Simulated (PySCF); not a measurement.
# C4H7F: full NMR table

```
Formula                               : C4H7F
SMILES                                : C=C(C)CF
InChI                                 : InChI=1S/C4H7F/c1-4(2)3-5/h1,3H2,2H3
Point group of the computed structure : C1
Degrees of unsaturation               : 1
Carbon signals                        : 4
Proton signals                        : 4
```

Numbering as in the mapped SMILES `[CH2:1]=[C:2]([CH3:3])[CH2:4][F:5]` (H(Xn): hydrogen on atom n). Ha(C1) is cis to C3; Hb(C1) is trans to C3.

- σ from GIAO-PBE0/pcSseg-1
- structure optimised with PBE0-D3(BJ)/def2-SVP
- spin–spin couplings from B3LYP/pcJ-1 (spin–dipole term only in couplings to heteroatoms)
- code: PySCF 2.14.0 with density-fitted response routines
- one averaged value for each set of equivalent atoms, non-relativistic, isolated molecule, a single conformation

Shifts are taken against calculated references (same method and geometry level): TMS for 1H, 13C; 19F against CFCl3.

| carbon | δC, type | δH (multiplicity, J in Hz) | HMBC from (abs. J ≥ 3 Hz) | span of the C tensor (ppm) |
| --- | --- | --- | --- | --- |
| C1 | 116.2, CH2 | Hb(C1) 5.58 (dqq, 3.4, 2.8, 1.6); Ha(C1) 5.31 (d of sept, 7.3, 2.4) | H(C4), H(C3) | 202 |
| C2 | 148.4, C | – | H(C4), H(C3) | 237 |
| C3 | 19.5, CH3 | 1.66 (ddq, 2.1, 1.8, 1.5) | Hb(C1), Ha(C1) | 34 |
| C4 | 85.9, CH2 | 4.71 (dtq, 54.3, 3.0, 1.5) | Hb(C1), Ha(C1), H(C3) | 80 |

Other nuclei:
```csv
atoms,nucleus,environment,δ (ppm),σ (ppm)
F5,19F,fluorine on an sp3 carbon,-247.1,424.3
```

Selected couplings (Hz, signed; the shortest-range and largest first, 30 at most; isotopes 13C, 19F, 1H): 1J(C4,F5) -244.2, 1J(C1,Hb(C1)) 171.3, 1J(C1,Ha(C1)) 167.6, 1J(C4,H(C4)) 152.2, 1J(C3,H(C3)) 133.2, 1J(C1,C2) 79.9, 1J(C2,C4) 46.8, 1J(C2,C3) 46.1, 2J(F5,H(C4)) 54.3, 2J(C2,F5) 11.6, 2J(C3,C4) 9.8, 2J(Hb(C1),Ha(C1)) 2.4, 2J(C1,C3) 1.9, 3J(C1,F5) 15.1, 3J(C3,F5) 1.6, 4J(F5,Ha(C1)) 7.3, 4J(F5,Hb(C1)) 3.4, 4J(Hb(C1),H(C4)) -3.0, 4J(Ha(C1),H(C4)) -2.9, 4J(Ha(C1),H(C3)) -2.1, 4J(F5,H(C3)) 1.8, 4J(Hb(C1),H(C3)) -1.6, 4J(H(C3),H(C4)) -1.5.

Carbon types of the structure: 1 × C, 2 × CH2, 1 × CH3, which accounts for all hydrogens. δC 148.4: fully substituted alkene carbon; the olefinic region. δC 116.2: terminal =CH2 carbon; the olefinic region. δC 85.9: allylic sp3 CH2 bonded to F; pulled downfield by the heteroatom. δC 19.5: allylic methyl carbon; aliphatic region, no heteroatom directly attached. δH 5.58, 5.31: hydrogen on a terminal =CH2 carbon; olefinic region.

Common functionals overestimate the size of one-bond C–F couplings by tens of Hz; these are unscaled. Multiplet labels drop couplings under 1 Hz and merge nearly equal ones. Shifts are as computed. Against solution values, carbons near 30 ppm lie about +2 ppm off and those near 130 ppm about +5 ppm. Of 1211 compounds with measured shifts, 218 miss one by over three times the rms of a fit or turn the order of signals round; such compounds aren't used in these exercises. Unscaled 19F shifts against computed CFCl3 carry errors that often reach 10 to 50 ppm.
